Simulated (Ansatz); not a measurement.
This geometry of CH4AlS (7 atoms, charge 0, multiplicity 2) is a first-order saddle point.

The calculation used UKS PBE0/def2-SVP in Ansatz 0.2.0.

```xyz
7
Properties=species:S:1:pos:R:3
Al -1.008 0.542 -0.848
C 0.169 -0.314 0.433
S 1.891 -0.145 0.435
H -1.413 -0.193 -2.201
H -1.628 1.978 -0.550
H -0.227 -0.958 1.229
H 2.215 -0.911 1.502
```

**Question.** Which two structures does it join? (They come from a converged band through this point; their orientation in space is the band's.)

**Answer.** No bond is made or broken. The dihedral H4–Al1–C2–S3 goes from 0 to 180°. The two ends are copies of one structure, up to a mirror image or an exchange of like atoms.

First end point:

```xyz
7
Properties=species:S:1:pos:R:3
Al -1.049 0.532 -0.808
C 0.410 0.067 0.355
S 0.963 -1.542 0.589
H -1.809 -0.612 -1.609
H -1.444 2.068 -0.924
H 0.958 0.826 0.926
H 1.971 -1.339 1.471
```

Last end point:

```xyz
7
Properties=species:S:1:pos:R:3
Al -1.039 0.572 -0.795
C 0.277 -0.435 0.181
S 1.442 0.282 1.220
H -2.049 -0.228 -1.725
H -1.078 2.154 -0.646
H 0.338 -1.529 0.113
H 2.109 -0.816 1.651
```

**Question.** How far does it lie above each of them?

**Answer.** 0.33 eV above the first and 0.33 eV above the second. This is the barrier of this one path; another mechanism may lie lower.

The run took 4.3 min on 1 thread of Arm Neoverse V2, on a shared host, peak memory 0.17 GiB.
